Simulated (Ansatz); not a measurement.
`CC(C)CS`, relaxed with RKS PBE0-D4/def2-TZVP in Ansatz from a GFN2-xTB geometry. The force threshold is 0.005 eV/Å; the program also tests the step.

Total charge 0; spin multiplicity 1.

Start:

```xyz
15

C     1.252    0.361    1.001
C     0.073   -0.243    0.240
C    -1.245    0.345    0.733
C     0.256    0.006   -1.254
S    -1.003   -0.825   -2.285
H     1.293    1.437    0.845
H     2.193   -0.071    0.666
H     1.147    0.171    2.066
H     0.064   -1.326    0.412
H    -1.245    1.426    0.610
H    -2.080   -0.065    0.170
H    -1.393    0.116    1.785
H     1.235   -0.333   -1.596
H     0.148    1.066   -1.485
H    -0.695   -2.065   -1.910
```

Problem. How much energy does the relaxation release, and in how many steps? (An estimate is asked.)

Solution. The calculation gave: 0.02 eV, in 5 steps.

Problem. Which bonds change most? (Estimate.)

Solution. Ansatz gave: C4–S5 from 1.827 to 1.812 Å; S5–H15 from 1.332 to 1.343 Å; C3–H10 from 1.088 to 1.095 Å; C1–H6 from 1.088 to 1.095 Å.

Problem. Give the relaxed structure. (Estimate.)

Solution. Computed: 
```xyz
15

C     1.248    0.358    0.992
C     0.058   -0.234    0.249
C    -1.250    0.351    0.755
C     0.239   -0.021   -1.249
S    -0.992   -0.822   -2.312
H     1.308    1.439    0.829
H     2.191   -0.083    0.660
H     1.159    0.192    2.068
H     0.046   -1.317    0.430
H    -1.260    1.438    0.622
H    -2.104   -0.063    0.215
H    -1.384    0.145    1.820
H     1.234   -0.339   -1.567
H     0.154    1.044   -1.489
H    -0.647   -2.087   -2.024
```
